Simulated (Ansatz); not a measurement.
# C3H9O: the cost of one run

Program: Ansatz 0.2.0. Level of theory: RKS revPBE/STO-3G. These are calculated values, not measurements.

**1. The system as given**

Bond lengths: O1–H2 1.027 Å, O1–H3 0.979 Å, O1–H4 0.981 Å, C5–C6 1.501 Å, C5–C7 1.499 Å, C6–C7 1.501 Å, C5–H8 1.081 Å, C5–H9 1.078 Å, C6–H10 1.093 Å, C6–H11 1.079 Å, C7–H12 1.079 Å, C7–H13 1.082 Å. Angles (14 of 21 angles, heavy atoms first): C5–C6–C7 59.9°, C6–C5–C7 60.0°, C5–C7–C6 60.0°, C5–C6–H10 122.5°, C5–C6–H11 117.1°, C7–C6–H10 122.7°, C7–C6–H11 117.1°, C6–C5–H8 120.9°, C6–C5–H9 117.0°, C7–C5–H8 120.9°, C7–C5–H9 117.2°, C5–C7–H12 117.5°, C5–C7–H13 120.7°, C6–C7–H12 117.3°.

Coordinates:

```xyz
13

O    -0.3493   -0.0633   -2.1052
H    -0.2265   -0.5046   -1.1865
H     0.0456   -0.5871   -2.8322
H    -0.0167    0.8591   -2.0995
C    -0.6303    0.5547    0.9758
C    -0.0430   -0.8227    0.8722
C     0.8532    0.3813    0.8432
H    -1.2150    0.9707    0.1675
H    -1.0079    0.8535    1.9401
H    -0.1982   -1.4636    0.0011
H    -0.0331   -1.4209    1.7704
H     1.4563    0.5701    1.7174
H     1.3649    0.6729   -0.0643
```

**2. Relaxing the start**

input.yaml reads:

```yaml
crystal:
  periodic: [false, false, false]
  atoms:
    - { symbol: O, position_ang: [-0.3493, -0.0633, -2.1052] }
    - { symbol: H, position_ang: [-0.2265, -0.5046, -1.1865] }
    - { symbol: H, position_ang: [0.0456, -0.5871, -2.8322] }
    - { symbol: H, position_ang: [-0.0167, 0.8591, -2.0995] }
    - { symbol: C, position_ang: [-0.6303, 0.5547, 0.9758] }
    - { symbol: C, position_ang: [-0.043, -0.8227, 0.8722] }
    - { symbol: C, position_ang: [0.8532, 0.3813, 0.8432] }
    - { symbol: H, position_ang: [-1.215, 0.9707, 0.1675] }
    - { symbol: H, position_ang: [-1.0079, 0.8535, 1.9401] }
    - { symbol: H, position_ang: [-0.1982, -1.4636, 0.0011] }
    - { symbol: H, position_ang: [-0.0331, -1.4209, 1.7704] }
    - { symbol: H, position_ang: [1.4563, 0.5701, 1.7174] }
    - { symbol: H, position_ang: [1.3649, 0.6729, -0.0643] }
total_charge: 1
basis:
  gaussian: { orbitals: STO-3G }
hamiltonian:
  xc: revpbe
relax:
  f_tol: 0.02
  max_steps: 40
scf:
  lower_state_search: "off"
output:
  orbitals: {}
```

The run is started by

```sh
ansatz run input.yaml --threads 1 --pin off --max-ram 2048MiB --backend cpu --events-out ev --progress --plain --runs-dir out
```

What time and memory should one allow on 1 thread of Arm Neoverse V2, shared host?

About 34 s, with a peak of 0.09 GiB.
